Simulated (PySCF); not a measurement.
## Assignment exercise: C$_{5}$H$_{12}$O

Bonds (- single, = double, # triple, : aromatic): C1-C2, C2-C3, C3-O4, O4-C5, C5-C6. C1 carries H7, H8, H9; C2 carries H10, H11; C3 carries H12, H13; C5 carries H14, H15; C6 carries H16, H17, H18.

- structure optimised with GFN2-xTB
- shieldings: GIAO PBE0/pcSseg-1
- code: PySCF 2.14.0 with density-fitted response routines
- no relativistic terms, rapidly exchanging positions averaged, one conformer, no solvent model

Referencing at the same level of theory: TMS for 13C, 1H.

Task: Assign these signals to the numbered atoms. 13C{1H} NMR (computed): δ 79.1, 71.4, 27.8, 18.0, 11.7.

Result: 
79.1 → C3, sp3 CH2 bonded to O: deshielded by the electronegative neighbour
71.4 → C5, sp3 CH2 bonded to O
27.8 → C2, sp3 CH2: aliphatic region, no heteroatom directly attached
18.0 → C6, methyl carbon: aliphatic region, no heteroatom directly attached
11.7 → C1, methyl carbon

Task: Assign these signals to the numbered atoms. 1H NMR (300 MHz, computed): δ 3.56 (q, 2H), 3.41 (t, 2H), 1.72 (m, 2H), 1.28 (t, 3H), 0.93 (t, 3H).

Result: 
| δ (ppm) | atoms | environment | reason |
| --- | --- | --- | --- |
| 3.56 | H14/H15 | hydrogen on an sp3 CH2 bonded to O | its carbon carries O, an electronegative neighbour |
| 3.41 | H12/H13 | hydrogen on an sp3 CH2 bonded to O | – |
| 1.72 | H10/H11 | hydrogen on an sp3 CH2 | – |
| 1.28 | H16/H17/H18 | hydrogen on a methyl carbon | – |
| 0.93 | H7/H8/H9 | hydrogen on a methyl carbon | far from electronegative atoms and π systems |

Shifts are as computed. Against solution values, carbons near 30 ppm lie about +3 ppm off and those near 130 ppm about +5 ppm. Of 1211 compounds with measured shifts, 218 miss one by over three times the rms of a fit or turn the order of signals round; such compounds aren't used in these exercises. No couplings were computed; multiplicities are counted from neighbouring protons, with m where these are inequivalent, close in shift, in a saturated or five-membered ring or joined by F or P, and br s for small geminal =CH2 splittings.
